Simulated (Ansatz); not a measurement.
Other spins and charges of CF, quartet at one geometry

Geometry (PBE0/def2-TZVP stationary point for this spin):

```
atom   x (Å)   y (Å)   z (Å)
   C  0.0000  0.0000  0.0000
   F  0.0000  0.0000  1.3159
```

Basis cc-pVTZ; Ansatz 0.2.0. Only valence electrons are correlated (noble-gas cores frozen). Prefix R: restricted or restricted open-shell reference; prefix U: unrestricted. Active spaces: valence = (11e, 8o) chosen from the atoms' valence shells.

Gaps are energies of the second state less the first, at fixed atoms, for a selection of the levels run; each method lands on the state that its own search finds for that charge and spin.

For open shells CISD is restricted-active-space CI with the open shells as a complete middle space.

Q: PBE gives 10.435 eV for removing an electron, to the triplet. Estimate what UCCSDT(Q) gives in cc-pVTZ.

A: UCCSDT(Q) in cc-pVTZ gives 10.485 eV, so against it PBE is off by -0.050 eV.

```csv
level,gap (eV),error (meV)
RHF,10.644,159
CISD,10.642,157
UCCSD,10.613,128
UCCSD(T),10.510,25
RCCSDT,10.496,11
CASSCF (valence space),9.211,-1274
NEVPT2 (valence space),10.343,-142
MRCISD (valence space),10.321,-164
B3LYP,10.554,69
```

Sextet less quartet: 13.397 eV at UCCSDT(Q).

| level | gap (eV) | error (meV) |
| --- | --- | --- |
| RHF | 12.043 | -1354 |
| UHF | 11.916 | -1481 |
| RMP2 | 13.544 | 147 |
| UMP2 | 13.579 | 182 |
| CISD | 13.165 | -232 |
| RCCSD | 13.295 | -102 |
| UCCSD | 13.291 | -106 |
| RCCSD(T) | 13.393 | -4 |
| UCCSD(T) | 13.391 | -6 |
| BCCD(T) | 13.394 | -3 |
| RCCSDT | 13.393 | -4 |
| UCCSDT | 13.391 | -6 |
| RCCSDT(Q) | 13.396 | -1 |
| CASSCF (valence space) | 12.990 | -407 |
| NEVPT2 (valence space) | 13.620 | 223 |
| MRCISD (valence space) | 13.357 | -40 |
| MRCISD+Q (valence space) | 13.377 | -20 |
| PBE | 13.532 | 135 |
| r2SCAN | 13.311 | -86 |
| PBE0 | 13.294 | -103 |
| B3LYP | 13.566 | 169 |
| wB97M-V | 13.497 | 100 |
| B2PLYP | 13.578 | 181 |
| RPA-PBE | 13.259 | -138 |

Q: PBE gives 17.378 eV for removing an electron, to the quintet. Estimate what UCCSDT(Q) gives in cc-pVTZ.

A: UCCSDT(Q) in cc-pVTZ gives 16.953 eV, so against it PBE is off by 0.425 eV.

```csv
level,gap (eV),error (meV)
RHF,14.999,-1954
UHF,14.908,-2045
RMP2,17.089,136
UMP2,17.107,154
CISD,16.638,-315
RCCSD,16.833,-120
UCCSD,16.830,-123
RCCSD(T),16.949,-4
UCCSD(T),16.947,-6
BCCD(T),16.950,-3
RCCSDT,16.948,-5
UCCSDT,16.946,-7
RCCSDT(Q),16.952,-1
CASSCF (valence space),15.273,-1680
NEVPT2 (valence space),16.788,-165
MRCISD (valence space),16.723,-230
MRCISD+Q (valence space),16.879,-74
r2SCAN,17.051,98
PBE0,17.061,108
B3LYP,17.304,351
wB97M-V,17.125,172
B2PLYP,17.120,167
RPA-PBE,17.019,66
```

Q: PBE gives -3.472 eV for doublet less quartet. Estimate what UCCSDT(Q) gives in cc-pVTZ.

A: UCCSDT(Q) in cc-pVTZ gives -3.490 eV, so against it PBE is off by 0.018 eV.

```
                   level  gap (eV)  error (meV)
                     RHF    -2.100         1390
                     UHF    -2.169         1321
                    RMP2    -3.263          227
                    UMP2    -3.232          258
                    CISD    -3.130          360
                   RCCSD    -3.379          111
                   UCCSD    -3.382          108
                RCCSD(T)    -3.479           11
                UCCSD(T)    -3.479           11
                 BCCD(T)    -3.485            5
                  RCCSDT    -3.483            7
                  UCCSDT    -3.484            6
               RCCSDT(Q)    -3.487            3
  CASSCF (valence space)    -3.170          320
  NEVPT2 (valence space)    -3.173          317
  MRCISD (valence space)    -3.371          119
MRCISD+Q (valence space)    -3.461           29
                  r2SCAN    -3.050          440
                    PBE0    -3.298          192
                   B3LYP    -3.665         -175
                 wB97M-V    -3.778         -288
                  B2PLYP    -3.618         -128
                 RPA-PBE    -3.745         -255
```

Full CI isn't at hand for all of this; UCCSDT(Q) serves as the reference, and is uncertain by about the last step of the cluster series. The frozen core follows each run's orbitals, which can shift R against U totals by a few meV.
